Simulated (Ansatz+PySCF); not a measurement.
Results of a calculation; reference values are marked as such.
A run of PySCF 2.14.0 on doublet CH₂O(+) at this shape:

| atom | x (Å) | y (Å) | z (Å) |
| --- | --- | --- | --- |
| O | 0.0000 | 0.0000 | -1.1768 |
| C | 0.0000 | 0.0000 | 0.0100 |
| H | 0.0000 | 0.9852 | 0.5834 |
| H | 0.0000 | -0.9852 | 0.5834 |

Its results:

```
Converged                       : yes
Reference energy                : -113.56414 hartree
Correlation energy              : -0.32993 hartree
Total energy                    : -113.89407 hartree
Spin squared of the determinant : 0.786
```

Q: Which input gives this output? Name the method, the orbitals and the basis set, and write the input.

A: UHF-MP2 in cc-pVTZ.

```python
from pyscf import gto, scf, mp

mol = gto.M(atom="""
O 0.000000 0.000000 -1.176820
C 0.000000 0.000000 0.009980
H 0.000000 0.985180 0.583420
H 0.000000 -0.985180 0.583420
""", basis='cc-pvtz', charge=1, spin=1)
mf = scf.UHF(mol)
mf.kernel()
pt = mp.MP2(mf, frozen=2).run()
print(mf.e_tot, pt.e_corr, pt.e_tot)
```
